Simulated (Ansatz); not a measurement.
# SiH+ (quintet): wave-function methods side by side, cc-pVQZ

Aim: climb from Hartree-Fock through coupled cluster and multireference methods for SiH+ (quintet) at one geometry and basis, and see what each rung misses.

Computed with Ansatz 0.2.0, Gaussian basis. Level: cc-pVQZ, core rule «outside noble gas», up to 5 orbitals frozen.

To be run: UHF; CCSD(T) on ROHF; CCSD(T) on UHF; BCCD(T) on ROHF; CCSDT(Q) on ROHF; CCSDT(Q) on UHF; CASSCF and MRCISD+Q, 4 electrons in 5 orbitals; CASSCF and NEVPT2, 4 electrons in 5 orbitals; Full CI.

9 further runs of the same task are left out: 2 for a known fault of the program, 4 that didn't finish, 3 set aside as unsound or not needed.

## 1. The geometry

The geometry is a PBE0/def2-TZVP stationary point (not a proven minimum) of the parent state, kept for this charge and spin.

2 atoms, charge 1, spin multiplicity 5.

Atoms are counted from 1 here; the program's logs count them from 0.

Bond lengths: Si1–H2 1.500 Å.

## 2. UHF

in.yaml reads:

```yaml
crystal:
  periodic: [false, false, false]
  atoms:
    - {symbol: Si, position_ang: [0.000000, 0.000000, 0.000000]}
    - {symbol: H, position_ang: [0.000000, 0.000000, 1.499536]}
basis:
  gaussian: {orbitals: cc-pVQZ}
total_charge: 1
magnetization: {spin_polarized: true, initial_magnetization: 4}
hamiltonian: {xc: hf}
output: {orbitals: {seedname: orbitals}}
```

Run with:

```bash
$ ansatz run in.yaml --threads 1 --pin off --events-out ev --progress --plain --max-ram 4096MiB --backend cpu
```

Further steps of the session: CCSD(T) on ROHF; CCSD(T) on UHF; BCCD(T) on ROHF; CCSDT(Q) on ROHF; CCSDT(Q) on UHF; CASSCF and MRCISD+Q, 4 electrons in 5 orbitals; CASSCF and NEVPT2, 4 electrons in 5 orbitals; Full CI.

Q: Predict the results of all the runs planned. Wanted: FCI below the RHF energy; RMP2 from FCI; UMP2 from FCI; RCCSD from FCI; RCCSD(T) from FCI; UCCSD(T) from FCI; RCCSDT(Q) from FCI; UCCSDT(Q) from FCI; NEVPT2 valence from FCI.

The runs gave:

| quantity | value |
| --- | --- |
| FCI below the RHF energy | -0.7222 eV |
| RMP2 from FCI | +223.1 meV |
| UMP2 from FCI | +220.0 meV |
| RCCSD from FCI | +15.0 meV |
| RCCSD(T) from FCI | +4.1 meV |
| UCCSD(T) from FCI | +1.0 meV |
| RCCSDT(Q) from FCI | +0.4 meV |
| UCCSDT(Q) from FCI | -2.7 meV |
| NEVPT2 valence from FCI | +303.6 meV |
| MRCISD+Q valence from FCI | +3.5 meV |
| levels within 1 kcal/mol (43 meV) | RCCSD, UCCSD, RCCSD(T), UCCSD(T), BCCD(T), RCCSDT, UCCSDT, RCCSDT(Q), UCCSDT(Q), MRCISD valence, MRCISD+Q valence |
| T1 diagnostic | 0.010 |
| effectively unpaired electrons | 4.00 |

What this shows: RCCSD(T) misses by +4.1 meV, 0.6 % of the correlation energy. UCCSDT, UCCSDT(Q) fall below full CI: unrestricted runs freeze a spin-polarised core, another one than full CI's, and coupled cluster isn't variational. One determinant dominates. Of the multireference levels listed MRCISD+Q valence comes nearest in total energy (+3.5 meV), which doesn't show that its space is the better one. These misses are within one basis, not against nature; the frozen cores of restricted and unrestricted runs differ, which can shift their rows.
